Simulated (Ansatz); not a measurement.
Energy needed to pull apart C₂HFO (SMILES O=C=CF), singlet, into free ground-state atoms, from the structure below (displaced at random from a GFN2-xTB minimum); no zero-point or spin–orbit terms; open-shell atoms are treated unrestricted, in their ground-state multiplicity.

```
5
angstrom
O 0.6201 -1.2890 1.3359
C 0.2512 -0.5317 0.5053
C -0.1662 0.3886 -0.2881
F -1.1401 0.1339 -1.1888
H 0.4305 1.3048 -0.3859
```

Computed with Ansatz 0.2.0 (basis: def2-TZVPP); correlated methods freeze the cores.

```
   method  atomization energy (eV)
   PBE-D4                    24.09
r2SCAN-D4                        ?
  PBE0-D4                    22.87
  LC-wPBE                    22.78
  wB97X-V                        ?
  wB97M-V                    22.71
       HF                    14.60
      MP2                    22.90
     CCSD                    21.17
  CCSD(T)                    21.80
```

**Question.** What does r2SCAN-D4 give? (An estimate is asked for; the value comes from the calculation.)

**Answer.** Computed: 22.85 eV, which is about 1.05 eV more than CCSD(T)/def2-TZVPP.

**Question.** What does wB97X-V give? (Judge from chemistry; the value comes from the calculation.)

**Answer.** By the calculation: 22.61 eV, which is about 0.81 eV more than CCSD(T)/def2-TZVPP.

In triple zeta the MP2 and coupled-cluster atomization energies are still short of their basis limit by a few kcal/mol a bond, whereas those of the functionals are nearly converged, so these differences are not deviations from converged CCSD(T).

No T1 diagnostic of these runs exceeds 0.017.

For scale, one of the runs: CCSD(T)/def2-TZVPP forces, 138 basis functions, launched by `ansatz run in.yaml --threads 4 --pin off --events-out ev --progress --plain --max-ram 5222MiB`. Hardware: 4 CPU threads, shared host. Wall time 27 s; peak host memory 1.6 GiB.
